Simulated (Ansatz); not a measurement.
Reaction: Si2H6 (silylsilane, SMILES [SiH3][SiH3]) → Si2H6+ (parent SMILES [SiH3][SiH3], doublet) + e-
Each species at its own B3LYP-D3(BJ)/def2-TZVP minimum (Ansatz, a first-principles code).

Property: adiabatic ionisation energy (electronic), in eV. Open shells are spin-unrestricted; no spin-orbit coupling. Correlated methods leave the cores frozen. Rows without X2C or -DK are non-relativistic. CBS(X,Y): correlation extrapolated as X^-3, Hartree-Fock from the larger set. A bracket is a step between two methods taken in the basis named. 'core' is core correlation in cc-pwCVTZ (1s frozen past Ne), 'X2C' scalar relativity in cc-pVTZ-DK, both at CCSD(T).

| level | program | adiabatic ionisation energy (eV) |
|---|---|---|
| CCSD/CBS(cc-pV(T+d)Z,cc-pV(Q+d)Z) | Ansatz | 9.65 |

Task: Predict the result of CCSD(T)/CBS(cc-pV(T+d)Z,cc-pV(Q+d)Z) + [CCSDT(Q) - CCSD(T)]/cc-pV(D+d)Z + core + X2C (Ansatz).

Result: 9.74 eV; the difference of CCSD/CBS(cc-pV(T+d)Z,cc-pV(Q+d)Z) is -0.09 eV.
